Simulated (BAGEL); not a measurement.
# singlet [SiHCl2]+ at 6 levels

Aim: a comparison of 6 runs (HF/STO-3G, B3LYP/6-31G*, B3LYP/cc-pVTZ, PBE0/cc-pVTZ, RI-MP2/cc-pVTZ, FCI/STO-3G) of singlet [SiHCl2]+. 

The results are computed with BAGEL 1.2.2.

6 further runs of the same task are left out: 4 that didn't finish, 2 set aside as unsound or not needed. Runs told in other sessions of the task aren't counted.

## 1. Starting point

[SiHCl2]+ has 4 atoms, charge +1, and is taken as a singlet. SMILES of the parent species: `Cl[SiH]Cl`. The coordinates come from a PBE0-D4/def2-TZVP relaxation. That shape belongs to the parent species and isn't relaxed for this state.

Bond lengths: Cl1–Si2 2.047 Å, Si2–Cl3 2.047 Å, Si2–H4 1.488 Å. Angles: Cl1–Si2–Cl3 110.2°, Cl1–Si2–H4 108.0°, Cl3–Si2–H4 108.0°.

## 2. The energy at HF/STO-3G (density fitting with qzvpp-jkfit) (run 1)

File calc.json:

```json
{ "bagel" : [

{
  "title" : "molecule",
  "basis" : "sto-3g",
  "df_basis" : "qzvpp-jkfit",
  "angstrom" : true,
  "geometry" : [
    { "atom" : "Cl", "xyz" : [   -1.646600,    0.177800,    0.889400 ] },
    { "atom" : "Si", "xyz" : [    0.187600,   -0.414200,    0.200000 ] },
    { "atom" : "Cl", "xyz" : [    0.250900,   -0.281300,   -1.841700 ] },
    { "atom" : "H", "xyz" : [    1.208200,    0.517700,    0.752400 ] }
  ]
},
{ "title" : "hf", "charge" : 1 },
{ "title" : "print", "file" : "orbitals.molden", "orbitals" : true }

]}
```

The run is started by

```sh
BAGEL_NUM_THREADS=1 BAGEL calc.json > calc.out
```

The program printed:

```text
* using 1 threads per process

  ===============================================================
  ===============================================================

  *** Geometry ***

  { "atom" : "Cl", "xyz" : [     -3.111623,      0.335993,      1.680722 ] },
  { "atom" : "Si", "xyz" : [      0.354513,     -0.782725,      0.377945 ] },
  { "atom" : "Cl", "xyz" : [      0.474132,     -0.531580,     -3.480309 ] },
  { "atom" : "H", "xyz" : [      2.283167,      0.978311,      1.421830 ] },

  Number of auxiliary basis functions:      402

  Since a DF basis is specified, we compute 2- and 3-index integrals:
    o Being stored without compression. Storage requirement is 0.003 GB

  Number of basis functions:       28
  Number of electrons      :       49

    * METHOD: MOLECULE                             0.10

  *** RHF ***

  === Nuclear Repulsion ===
   179.8372231575

      * DIIS with orbital gradients will be used.

  === RHF iteration (sto-3g) ===
      0      -1194.96106705          0.01895310           0.01
      1      -1195.10281067          0.00770608           0.01
      2      -1195.12232761          0.00096416           0.01
      3      -1195.12308253          0.00027634           0.01
      4      -1195.12315004          0.00009420           0.01
      5      -1195.12315935          0.00001663           0.01
      6      -1195.12315966          0.00000549           0.01
      7      -1195.12315971          0.00000140           0.01
      8      -1195.12315971          0.00000020           0.01
      9      -1195.12315971          0.00000006           0.01
     10      -1195.12315971          0.00000002           0.01
     11      -1195.12315971          0.00000001           0.01
    * SCF iteration converged.

    * Permanent dipole moment:
           (   -1.514467,     0.877177,    -1.199763) a.u.

    * METHOD: HF                                   0.22

    * METHOD: PRINT                                0.00

  ===============================================================
```

Run time: 0.46 s. Hardware: 1 thread of Arm Neoverse V1, shared host; peak memory 0.083 GiB.

## 3. The energy at B3LYP/6-31G(d) (density fitting with qzvpp-jkfit, spherical functions) (run 2)

File job.json:

```json
{ "bagel": [

{
  "title": "molecule",
  "basis": "6-31gs.json",
  "df_basis": "qzvpp-jkfit",
  "angstrom": true,
  "geometry": [
    { "atom": "Cl", "xyz": [      -1.646600,       0.177800,       0.889400 ] },
    { "atom": "Si", "xyz": [       0.187600,      -0.414200,       0.200000 ] },
    { "atom": "Cl", "xyz": [       0.250900,      -0.281300,      -1.841700 ] },
    { "atom": "H", "xyz": [       1.208200,       0.517700,       0.752400 ] }
  ]
},

{ "title": "ks", "xc_func": "b3lyp", "charge": 1 },

{ "title": "print", "file": "orbitals.molden", "orbitals": true }

]}
```

The basis set 6-31G* is read from a file made from the Basis Set Exchange's data (not shown).

The run is started by

```sh
BAGEL_NUM_THREADS=1 BAGEL job.json > job.out
```

The program printed:

```text
* using 1 threads per process

  ===============================================================
  ===============================================================

  *** Geometry ***

  { "atom" : "Cl", "xyz" : [     -3.111623,      0.335993,      1.680722 ] },
  { "atom" : "Si", "xyz" : [      0.354513,     -0.782725,      0.377945 ] },
  { "atom" : "Cl", "xyz" : [      0.474132,     -0.531580,     -3.480309 ] },
  { "atom" : "H", "xyz" : [      2.283167,      0.978311,      1.421830 ] },

  Number of auxiliary basis functions:      402

  Since a DF basis is specified, we compute 2- and 3-index integrals:
    o Being stored without compression. Storage requirement is 0.010 GB

  Number of basis functions:       56
  Number of electrons      :       49

    * METHOD: MOLECULE                             0.14

  *** Kohn-Sham DFT ***

    * Removing 5994 points whose weight is below 1.00e-10
    * Grid points: 53630

  === Nuclear Repulsion ===
   179.8372231575

       - DIIS with orbital gradients will be used.

  === KS iteration (b3lyp / 6-31gs.json) ===
      0      -1198.76056277          0.13613686           0.14
      1      -1193.56699639          0.13271058           0.12
      2      -1203.45580133          0.09444693           0.12
[... 12 lines of this table left out ...]
     15      -1210.19091181          0.00000001           0.12
    * SCF iteration converged.

    * Permanent dipole moment:
           (   -1.032049,     0.519271,    -0.804438) a.u.

    * METHOD: KS                                   2.08

    * METHOD: PRINT                                0.01

  ===============================================================
```

It took 2.4 s on 1 thread of Arm Neoverse V1, shared host; peak memory 0.19 GiB.

Runs 3 to 5 aren't shown in full; the table further down has their settings and results.

## 4. The energy at FCI/STO-3G (density fitting with qzvpp-jkfit) (run 6)

calc.json: that of step 2 with these lines changed.

```diff
@@ -15,3 +15,3 @@
 { "title" : "hf", "charge" : 1 },
-{ "title" : "print", "file" : "orbitals.molden", "orbitals" : true }
+{ "title" : "fci", "nstate" : 1, "charge" : 1, "ncore" : 15 }
```

The run is started by

```sh
BAGEL_NUM_THREADS=1 BAGEL calc.json > calc.out
```

The program printed:

```text
* using 1 threads per process

  ===============================================================
  ===============================================================

  *** Geometry ***

  { "atom" : "Cl", "xyz" : [     -3.111623,      0.335993,      1.680722 ] },
  { "atom" : "Si", "xyz" : [      0.354513,     -0.782725,      0.377945 ] },
  { "atom" : "Cl", "xyz" : [      0.474132,     -0.531580,     -3.480309 ] },
  { "atom" : "H", "xyz" : [      2.283167,      0.978311,      1.421830 ] },

[... 23 lines left out ...]
    * SCF iteration converged.
[... 1 line left out ...]
    * Permanent dipole moment:
[... 39 lines left out ...]
     * ci vector, state   0, <S^2> = 0.0000
       222222222....     0.9460408301
       22222a222b...    -0.0869516965
       22222b222a...    -0.0869516965
       22222.2222...    -0.0720426746

    * METHOD: FCI                                 20.28

  ===============================================================
```

It took 21 s on 1 thread of Arm Neoverse V1, shared host; peak memory 0.92 GiB.

## 5. Overview of the runs

| run | level | frozen core orbitals | number of roots | energy (Eh) | HOMO energy (eV) | LUMO energy (eV) | HOMO–LUMO gap (eV) | wall time |
| --- | --- | --- | --- | --- | --- | --- | --- | --- |
| 1 | HF/STO-3G (density fitting with qzvpp-jkfit) | – | – | -1195.123160 | -17.88 | -6.91 | 10.97 | 0.46 s |
| 2 | B3LYP/6-31G* (density fitting with qzvpp-jkfit, spherical functions) | – | – | -1210.190912 | -15.24 | -11.41 | 3.82 | 2.4 s |
| 3 | B3LYP/cc-pVTZ (density fitting with qzvpp-jkfit) | – | – | -1210.315399 | -15.18 | -11.26 | 3.93 | 5.4 s |
| 4 | PBE0/cc-pVTZ (density fitting with qzvpp-jkfit) | – | – | -1209.842389 | -15.47 | -11.05 | 4.42 | 5.4 s |
| 5 | RI-MP2/cc-pVTZ (density fitting with qzvpp-jkfit) | 15 | – | -1208.778922 | – | – | – | 1.7 s |
| 6 | FCI/STO-3G (density fitting with qzvpp-jkfit) | 15 | 1 | -1195.209760 | – | – | – | 21 s |

## 6. Summary of results

```
           quantity           value
run 6: total energy  -1195.20976 Eh
```

In words: Against full CI in this basis: HF +86.6 mEh. Over runs 1, 2, 3, 4 the HOMO–LUMO gap runs from 3.82 eV (B3LYP/6-31G*) to 10.97 eV (HF/STO-3G). The two ends differ in method and basis. Totals of different functionals can't be ranked against each other. In runs 1, 6 the basis is minimal, so the values are rough. All runs together took 36 s, the longest 21 s.
